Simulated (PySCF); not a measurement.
benzene (C₆H₆), SMILES c1ccccc1. Atoms are numbered in the order given.

```xyz
12

C     -1.3993     0.0000     0.0000
C     -0.6997    -1.2119     0.0000
C      0.6997    -1.2119     0.0000
C      1.3993     0.0000     0.0000
C      0.6997     1.2119     0.0000
C     -0.6997     1.2119     0.0000
H     -2.4921     0.0000     0.0000
H     -1.2461    -2.1582     0.0000
H      1.2461    -2.1582     0.0000
H      2.4921     0.0000     0.0000
H      1.2461     2.1582     0.0000
H     -1.2461     2.1582     0.0000
```

The structure is a stationary point at TPSSh-D3(BJ)/def2-SVP.

Two levels are set side by side: PBE/pcSseg-1 (PySCF) and B3LYP/pcSseg-1 (PySCF). GIAO shifts against TMS (¹H), TMS (¹³C) at the same level; non-relativistic, no solvent, atoms listed together averaged. Differences are taken from unrounded values.

```csv
quantity,B3LYP,PBE,PBE minus B3LYP
"δ(¹³C) of C1, C2, C3, C4, C5, C6 (ppm)",137.5,134.5,-3.0
"δ(¹H) of H7, H8, H9, H10, H11, H12 (ppm)",7.67,7.69,0.02
```

Rough cost on one machine, each run with all the roots and properties that it gave: B3LYP against PBE within a factor of 2.
